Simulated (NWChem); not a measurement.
# C3H5N (propanenitrile) at 6 levels

Aim: a comparison of 6 runs (HF/STO-3G, HF/3-21G, B3LYP/6-31G*, B3LYP/def2-SVPD, M06-2X/def2-SVPD) of C3H5N (propanenitrile). 

Program for the calculation: NWChem 7.3.0.

5 further runs of the same task are left out: 5 that didn't finish.

## Step 1: The system as given

The species is C3H5N (9 atoms), meant as a singlet with charge 0. As SMILES, `CCC#N`. The shape is that of a PBE0-D4/def2-TZVP optimisation.

Bond lengths: C1–C2 1.526 Å, C2–C3 1.455 Å, C3–N4 1.150 Å, C1–H5 1.091 Å, C1–H6 1.091 Å, C1–H7 1.091 Å, C2–H8 1.094 Å, C2–H9 1.094 Å. Some angles: C1–C2–C3 112.4°, C2–C3–N4 179.0°, C1–C2–H8 110.8°, C1–C2–H9 110.8°, C3–C2–H8 108.0°, C3–C2–H9 108.0°, C2–C1–H5 110.9°, C2–C1–H6 109.9°, C2–C1–H7 110.9°, H8–C2–H9 106.7°.

## Step 2: Energy and gradient at HF/STO-3G (run 1)

File run.py:

```python
from ase import Atoms
from ase.calculators.nwchem import NWChem

molecule = Atoms(['C', 'C', 'C', 'N', 'H', 'H', 'H', 'H', 'H'], positions=[
    [-0.406530, 0.827960, -0.438170],
    [-0.117130, -0.318420, 0.526230],
    [0.980750, -1.159530, 0.075140],
    [1.850440, -1.812720, -0.296990],
    [-0.677880, 0.448780, -1.424000],
    [-1.233850, 1.430130, -0.060230],
    [0.466080, 1.472300, -0.550620],
    [-0.999220, -0.953050, 0.650040],
    [0.137320, 0.064530, 1.518590],
])

calc = NWChem(
    label='calc',
    theory='scf',
    memory='2200 mb',
    basis='STO-3G',
    basispar='spherical bse',
    scf={'nopen': '0', 'rhf': None, 'thresh': '1e-08', 'maxiter': '80'},
)
molecule.calc = calc

forces = molecule.get_forces()
print(f"energy = {molecule.get_potential_energy():.6f} eV")
print("forces (eV/A):")
for s, f in zip(molecule.symbols, forces):
    print(f"{s:2s} {f[0]:10.5f} {f[1]:10.5f} {f[2]:10.5f}")
print("dipole (e A):", molecule.get_dipole_moment().round(4))
```

Run with:

```console
export ASE_NWCHEM_COMMAND="nwchem PREFIX.nwi > PREFIX.nwo"
python run.py
```

What it wrote:

```text
energy = -4594.652962 eV
forces (eV/A):
C    -0.25125    0.81360   -0.62447
C    -1.02186    0.11395    1.20276
C     0.71040   -0.48136   -0.36391
N     0.56765   -0.45041   -0.21597
H     0.03867    0.04119    0.20744
H     0.17077   -0.12640   -0.07569
H    -0.15766   -0.13426    0.05770
H     0.01933    0.15457   -0.05744
H    -0.07605    0.06916   -0.13051
dipole (e A): [-0.4919  0.3919  0.1843]
```

The calculator wrote calc.nwi:

```
title "calc"

permanent_dir calc

scratch_dir calc

start calc

geometry units angstrom nocenter noautosym noautoz
  C  -4.0653000000000000e-01 8.2796000000000003e-01 -4.3817000000000000e-01
  C  -1.1713000000000000e-01 -3.1841999999999998e-01 5.2622999999999998e-01
  C  9.8075000000000001e-01 -1.1595299999999999e+00 7.5139999999999998e-02
  N  1.8504400000000001e+00 -1.8127200000000001e+00 -2.9698999999999998e-01
  H  -6.7788000000000004e-01 4.4878000000000001e-01 -1.4239999999999999e+00
  H  -1.2338499999999999e+00 1.4301299999999999e+00 -6.0229999999999999e-02
  H  4.6607999999999999e-01 1.4722999999999999e+00 -5.5062000000000000e-01
  H  -9.9922000000000000e-01 -9.5304999999999995e-01 6.5003999999999995e-01
  H  1.3732000000000000e-01 6.4530000000000004e-02 1.5185900000000001e+00
end

memory 2200 mb

basis spherical bse noprint
   * library STO-3G
end

scf
  nopen 0
  rhf
  thresh 1e-08
  maxiter 80
end

task scf gradient
```

calc.nwo:

```text
Northwest Computational Chemistry Package (NWChem) 7.3.0
             --------------------------------------------------------

           Job information
           ---------------

    nwchem branch   = 7.3.0
    use scalapack   = T
    input           = calc.nwi
    prefix          = calc.
    data base       = calc/calc.db
    status          = startup
    nproc           =        1

           Memory information
           ------------------

    heap     =     72089600 doubles =      550.0 Mbytes
    stack    =     72089597 doubles =      550.0 Mbytes
    global   =    144179200 doubles =     1100.0 Mbytes (distinct from heap & stack)
    total    =    288358397 doubles =     2200.0 Mbytes
    verify   = yes
    hardfail = no

[... 135 lines left out ...]
 Convergence threshold     :          1.000E-08
[... 13 lines left out ...]
       Final RHF  results
[... 3 lines left out ...]
      One-electron energy =   -432.855985127428
[... 1 line left out ...]
 Nuclear repulsion energy =    103.356386617872
[... 33 lines left out ...]
                       ROHF Final Molecular Orbital Analysis
[... 207 lines left out ...]
                         RHF ENERGY GRADIENTS

    atom               coordinates                        gradient
                 x          y          z           x          y          z
   1 C      -0.768230   1.564618  -0.828021    0.004886  -0.015822   0.012144
   2 C      -0.221344  -0.601727   0.994431    0.019872  -0.002216  -0.023390
   3 C       1.853349  -2.191194   0.141994   -0.013815   0.009361   0.007077
[... 5 lines of this table left out ...]
   9 H       0.259497   0.121944   2.869719    0.001479  -0.001345   0.002538

                 ----------------------------------------
                 |  Time  |  1-e(secs)   |  2-e(secs)   |
                 ----------------------------------------
                 |  CPU   |       0.00   |       0.11   |
                 ----------------------------------------
                 |  WALL  |       0.00   |       0.11   |
                 ----------------------------------------

 Task  times  cpu:        1.4s     wall:        1.4s
 Total times  cpu:        1.4s     wall:        1.4s
```

It took 2.7 s on 1 thread of Intel Xeon Platinum 8488C (Sapphire Rapids), shared host; peak memory 0.099 GiB.

## Step 3: Energy and gradient at HF/3-21G (run 2)

File c3h5n.xyz:

```xyz
9

C     -0.406530     0.827960    -0.438170
C     -0.117130    -0.318420     0.526230
C      0.980750    -1.159530     0.075140
N      1.850440    -1.812720    -0.296990
H     -0.677880     0.448780    -1.424000
H     -1.233850     1.430130    -0.060230
H      0.466080     1.472300    -0.550620
H     -0.999220    -0.953050     0.650040
H      0.137320     0.064530     1.518590
```

File c3h5n.nw:

```
start c3h5n
memory 2200 mb
geometry noautosym nocenter noautoz
  load c3h5n.xyz
end
basis spherical bse
  C library 3-21G
  N library 3-21G
  H library 3-21G
end
scf
  thresh 1e-08
  maxiter 80
end
task scf gradient
```

Run with:

```console
nwchem c3h5n.nw > c3h5n.out
```

What it wrote:

```text
[...]
  functions       =    46
[...]
  wavefunction    = RHF
[...]
         Total SCF energy =   -170.010523965802
      One-electron energy =   -433.034016103451
      Two-electron energy =    159.667105519777
 Nuclear repulsion energy =    103.356386617872
        Time for solution =      1.3s
[...]
                         RHF ENERGY GRADIENTS
    atom               coordinates                        gradient
                 x          y          z           x          y          z
   1 C      -0.768230   1.564618  -0.828021    0.002456  -0.011440   0.010189
   2 C      -0.221344  -0.601727   0.994431    0.004463   0.009187  -0.016585
   3 C       1.853349  -2.191194   0.141994   -0.025044   0.017018   0.012770
   4 N       3.496825  -3.425544  -0.561230    0.021274  -0.015506  -0.009626
   5 H      -1.281007   0.848071  -2.690970   -0.001047  -0.001617  -0.005276
   6 H      -2.331638   2.702554  -0.113818   -0.004176   0.002965   0.001998
   7 H       0.880763   2.782244  -1.040521    0.004427   0.003276  -0.001099
   8 H      -1.888252  -1.801003   1.228397   -0.004185  -0.004635   0.001513
   9 H       0.259497   0.121944   2.869719    0.001832   0.000753   0.006114
[...]
```

It took 2.5 s on 1 thread of Intel Xeon Platinum 8488C (Sapphire Rapids), shared host; peak memory 0.1 GiB.

Runs 3 to 4 aren't shown in full; the table further down has their settings and results.

## Step 4: Energy and forces at B3LYP/def2-SVPD (run 5)

c3h5n.xyz: that of step 3 with these lines changed.

```diff
@@ -1,3 +1,3 @@
 9
-
+C3H5N
 C     -0.406530     0.827960    -0.438170
```

File run.py:

```python
from ase.io import read
from ase.calculators.nwchem import NWChem

system = read('c3h5n.xyz')

calc = NWChem(
    label='c3h5n',
    theory='dft',
    memory='2200 mb',
    basis='def2-SVPD',
    basispar='spherical bse',
    dft={'xc': 'b3lyp', 'mult': '1', 'grid': 'fine', 'convergence': 'energy 1e-08', 'iterations': '100', 'mulliken': None},
)
system.calc = calc

forces = system.get_forces()
print("Total energy (eV):", round(system.get_potential_energy(), 6))
print("forces (eV/A):")
for s, f in zip(system.symbols, forces):
    print(f"{s:2s} {f[0]:10.5f} {f[1]:10.5f} {f[2]:10.5f}")
print("dipole (e A):", system.get_dipole_moment().round(4))
```

Run with:

```console
export ASE_NWCHEM_COMMAND="nwchem PREFIX.nwi > PREFIX.nwo"
python run.py
```

What it wrote:

```text
Total energy (eV): -4678.997701
forces (eV/A):
C    -0.05312    0.06227   -0.00345
C    -0.01789    0.03183   -0.01435
C    -0.47946    0.31635    0.25762
N     0.79288   -0.59727   -0.33805
H    -0.06798   -0.08078   -0.23253
H    -0.19941    0.15319    0.08156
H     0.19864    0.15792   -0.02885
H    -0.20990   -0.13195    0.04505
H     0.03630    0.08845    0.23304
dipole (e A): [-0.6402  0.5155  0.2336]
```

The calculator wrote c3h5n.nwi:

```
title "c3h5n"

permanent_dir c3h5n

scratch_dir c3h5n

start c3h5n

geometry units angstrom nocenter noautosym noautoz
  C  -4.0653000000000000e-01 8.2796000000000003e-01 -4.3817000000000000e-01
  C  -1.1713000000000000e-01 -3.1841999999999998e-01 5.2622999999999998e-01
  C  9.8075000000000001e-01 -1.1595299999999999e+00 7.5139999999999998e-02
  N  1.8504400000000001e+00 -1.8127200000000001e+00 -2.9698999999999998e-01
  H  -6.7788000000000004e-01 4.4878000000000001e-01 -1.4239999999999999e+00
  H  -1.2338499999999999e+00 1.4301299999999999e+00 -6.0229999999999999e-02
  H  4.6607999999999999e-01 1.4722999999999999e+00 -5.5062000000000000e-01
  H  -9.9922000000000000e-01 -9.5304999999999995e-01 6.5003999999999995e-01
  H  1.3732000000000000e-01 6.4530000000000004e-02 1.5185900000000001e+00
end

memory 2200 mb

basis spherical bse noprint
   * library def2-SVPD
end

dft
  xc b3lyp
  mult 1
  grid fine
  convergence energy 1e-08
  iterations 100
  mulliken
end

task dft gradient
```

c3h5n.nwo:

```text
Northwest Computational Chemistry Package (NWChem) 7.3.0
             --------------------------------------------------------

           Job information
           ---------------

    nwchem branch   = 7.3.0
    use scalapack   = T
    input           = c3h5n.nwi
    prefix          = c3h5n.
    data base       = c3h5n/c3h5n.db
    status          = startup
    nproc           =        1

           Memory information
           ------------------

    heap     =     72089600 doubles =      550.0 Mbytes
    stack    =     72089597 doubles =      550.0 Mbytes
    global   =    144179200 doubles =     1100.0 Mbytes (distinct from heap & stack)
    total    =    288358397 doubles =     2200.0 Mbytes
    verify   = yes
    hardfail = no

[... 106 lines left out ...]
  convergence criterion.
[... 40 lines left out ...]
          Spatial weights used:  Erf1
[... 74 lines left out ...]
         Total DFT energy =     -171.949995387884
[... 3 lines left out ...]
 Nuclear repulsion energy =      103.356386617872
[... 920 lines left out ...]
          Convergence on gradient requested:  5.00D-04
[... 27 lines left out ...]
          total energy or number of iterations.
[... 26 lines left out ...]
                         DFT ENERGY GRADIENTS

    atom               coordinates                        gradient
                 x          y          z           x          y          z
   1 C      -0.768230   1.564618  -0.828021    0.001033  -0.001211   0.000067
   2 C      -0.221344  -0.601727   0.994431    0.000348  -0.000619   0.000279
   3 C       1.853349  -2.191194   0.141994    0.009324  -0.006152  -0.005010
[... 5 lines of this table left out ...]
   9 H       0.259497   0.121944   2.869719   -0.000706  -0.001720  -0.004532

                 ----------------------------------------
                 |  Time  |  1-e(secs)   |  2-e(secs)   |
                 ----------------------------------------
                 |  CPU   |       0.01   |       4.34   |
                 ----------------------------------------
                 |  WALL  |       0.01   |       4.34   |
                 ----------------------------------------

 Task  times  cpu:       31.9s     wall:       31.9s
 Total times  cpu:       32.0s     wall:       32.0s
```

Wall time 33 s (1 thread of Intel Xeon Platinum 8488C (Sapphire Rapids), shared host); peak memory 0.12 GiB.

## Step 5: Energy and gradient at M06-2X/def2-SVPD (run 6)

File run.py:

```python
from ase import Atoms
from ase.calculators.nwchem import NWChem

atoms = Atoms(['C', 'C', 'C', 'N', 'H', 'H', 'H', 'H', 'H'], positions=[
    [-0.406530, 0.827960, -0.438170],
    [-0.117130, -0.318420, 0.526230],
    [0.980750, -1.159530, 0.075140],
    [1.850440, -1.812720, -0.296990],
    [-0.677880, 0.448780, -1.424000],
    [-1.233850, 1.430130, -0.060230],
    [0.466080, 1.472300, -0.550620],
    [-0.999220, -0.953050, 0.650040],
    [0.137320, 0.064530, 1.518590],
])

calc = NWChem(
    label='c3h5n',
    theory='dft',
    memory='2200 mb',
    basis='def2-SVPD',
    basispar='spherical bse',
    dft={'xc': 'm06-2x', 'mult': '1', 'grid': 'fine', 'convergence': 'energy 1e-08', 'iterations': '100', 'mulliken': None},
)
atoms.calc = calc

forces = atoms.get_forces()
print(f"energy = {atoms.get_potential_energy():.6f} eV")
print("forces (eV/A):")
for s, f in zip(atoms.symbols, forces):
    print(f"{s:2s} {f[0]:10.5f} {f[1]:10.5f} {f[2]:10.5f}")
print("dipole (e A):", atoms.get_dipole_moment().round(4))
```

Run with:

```console
export ASE_NWCHEM_COMMAND="nwchem PREFIX.nwi > PREFIX.nwo"
python run.py
```

What it wrote:

```text
energy = -4676.576798 eV
forces (eV/A):
C    -0.01635    0.01424    0.00468
C    -0.21170    0.17869    0.06716
C     0.06052   -0.06361   -0.00334
N     0.26611   -0.19561   -0.11976
H    -0.04325   -0.08685   -0.16558
H    -0.14295    0.09636    0.07420
H     0.16429    0.09899   -0.00699
H    -0.12388   -0.09765    0.00951
H     0.04726    0.05548    0.14013
dipole (e A): [-0.638   0.5147  0.2315]
```

The calculator wrote c3h5n.nwi:

```
title "c3h5n"

permanent_dir c3h5n

scratch_dir c3h5n

start c3h5n

geometry units angstrom nocenter noautosym noautoz
  C  -4.0653000000000000e-01 8.2796000000000003e-01 -4.3817000000000000e-01
  C  -1.1713000000000000e-01 -3.1841999999999998e-01 5.2622999999999998e-01
  C  9.8075000000000001e-01 -1.1595299999999999e+00 7.5139999999999998e-02
  N  1.8504400000000001e+00 -1.8127200000000001e+00 -2.9698999999999998e-01
  H  -6.7788000000000004e-01 4.4878000000000001e-01 -1.4239999999999999e+00
  H  -1.2338499999999999e+00 1.4301299999999999e+00 -6.0229999999999999e-02
  H  4.6607999999999999e-01 1.4722999999999999e+00 -5.5062000000000000e-01
  H  -9.9922000000000000e-01 -9.5304999999999995e-01 6.5003999999999995e-01
  H  1.3732000000000000e-01 6.4530000000000004e-02 1.5185900000000001e+00
end

memory 2200 mb

basis spherical bse noprint
   * library def2-SVPD
end

dft
  xc m06-2x
  mult 1
  grid fine
  convergence energy 1e-08
  iterations 100
  mulliken
end

task dft gradient
```

c3h5n.nwo:

```text
Northwest Computational Chemistry Package (NWChem) 7.3.0
             --------------------------------------------------------

           Job information
           ---------------

    nwchem branch   = 7.3.0
    use scalapack   = T
    input           = c3h5n.nwi
    prefix          = c3h5n.
    data base       = c3h5n/c3h5n.db
    status          = startup
    nproc           =        1

           Memory information
           ------------------

    heap     =     72089600 doubles =      550.0 Mbytes
    stack    =     72089597 doubles =      550.0 Mbytes
    global   =    144179200 doubles =     1100.0 Mbytes (distinct from heap & stack)
    total    =    288358397 doubles =     2200.0 Mbytes
    verify   = yes
    hardfail = no

[... 106 lines left out ...]
  convergence criterion.
[... 38 lines left out ...]
          Spatial weights used:  Erf1
[... 74 lines left out ...]
         Total DFT energy =     -171.861028814278
[... 3 lines left out ...]
 Nuclear repulsion energy =      103.356386617872
[... 919 lines left out ...]
          Convergence on gradient requested:  5.00D-04
[... 25 lines left out ...]
          total energy or number of iterations.
[... 26 lines left out ...]
                         DFT ENERGY GRADIENTS

    atom               coordinates                        gradient
                 x          y          z           x          y          z
   1 C      -0.768230   1.564618  -0.828021    0.000318  -0.000277  -0.000091
   2 C      -0.221344  -0.601727   0.994431    0.004117  -0.003475  -0.001306
   3 C       1.853349  -2.191194   0.141994   -0.001177   0.001237   0.000065
[... 5 lines of this table left out ...]
   9 H       0.259497   0.121944   2.869719   -0.000919  -0.001079  -0.002725

                 ----------------------------------------
                 |  Time  |  1-e(secs)   |  2-e(secs)   |
                 ----------------------------------------
                 |  CPU   |       0.02   |       5.49   |
                 ----------------------------------------
                 |  WALL  |       0.02   |       5.49   |
                 ----------------------------------------

 Task  times  cpu:       42.6s     wall:       42.6s
 Total times  cpu:       42.6s     wall:       42.6s
```

Wall time 44 s (1 thread of Intel Xeon Platinum 8488C (Sapphire Rapids), shared host); peak memory 0.12 GiB.

## Step 6: Overview of the runs

| run | level | iteration cap | module | energy (Eh) | dipole moment (D) | HOMO energy (eV) | LUMO energy (eV) | wall time |
| --- | --- | --- | --- | --- | --- | --- | --- | --- |
| 1 | HF/STO-3G | 80 | scf | -168.850383 | 3.15 | -10.94 | 9.87 | 2.7 s |
| 2 | HF/3-21G | 80 | scf | -170.010524 | 3.98 | -12.34 | 5.68 | 2.5 s |
| 3 | B3LYP/6-31G* (spherical functions) | 100 | dft | -172.064011 | 3.88 | -8.78 | 1.00 | 30 s |
| 4 | B3LYP/6-31G* (Cartesian functions) | 100 | dft | -172.068122 | 3.88 | -8.79 | 1.00 | 30 s |
| 5 | B3LYP/def2-SVPD | 100 | dft | -171.949995 | 4.10 | -9.14 | -0.06 | 33 s |
| 6 | M06-2X/def2-SVPD | 100 | dft | -171.861029 | 4.09 | -10.72 | 0.64 | 44 s |

## Step 7: Outcome

| quantity | value |
| --- | --- |
| run 6: total energy | -171.86103 Eh |
| run 6: dipole moment | 4.09 D |
| run 6: HOMO energy | -10.72 eV |
| run 6: LUMO energy | 0.64 eV |
| run 6: HOMO–LUMO gap | 11.37 eV |
| run 6: largest force on an atom | 0.351 eV/Å |

In words: The dipole moment (its size) runs from 3.15 D (HF/STO-3G) to 4.10 D (B3LYP/def2-SVPD). The two ends differ in method and basis. The HOMO–LUMO gap runs from 9.08 eV (B3LYP/def2-SVPD) to 20.81 eV (HF/STO-3G). Totals of different functionals can't be ranked against each other. In run 1 the basis is minimal, so the values are rough. All runs together took 2.4 min, the longest 44 s.
